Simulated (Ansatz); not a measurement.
**C2F2: structure from calculated spectroscopic constants**

These gas-phase data were calculated for one isomer of C2F2 at PBE0-D3(BJ)/def2-SVP (harmonic, unscaled wavenumbers; equilibrium rotational constants with average atomic masses):

```
rotational constants            : 3.551 GHz
all wavenumbers above 1500 cm⁻¹ : 2593
dipole moment                   : 0.00 D (PBE0/def2-TZVPD)
```

Candidates:

(1) `FC#CF`, a singlet
(2) `[C]=C(F)F`, a singlet

Task: Which candidate do the data belong to? Where the bands don't settle it, estimate the moments of inertia from typical bond lengths.

Result: Candidate (1). The rotational constants decide: (2) would give 12.93, 11.1, 5.973 GHz.

The same quantities for all candidates:

```
     rotational constants (GHz)  wavenumbers above 1500 cm⁻¹  dipole (D)  E above the lowest, PBE0-D3(BJ)/def2-SVP (kcal/mol)
(1)                       3.551                         2593        0.00                                                  0.0
(2)          12.93, 11.1, 5.973                         1767        1.22                                                 37.2
```

Programs: Ansatz 0.2.0.
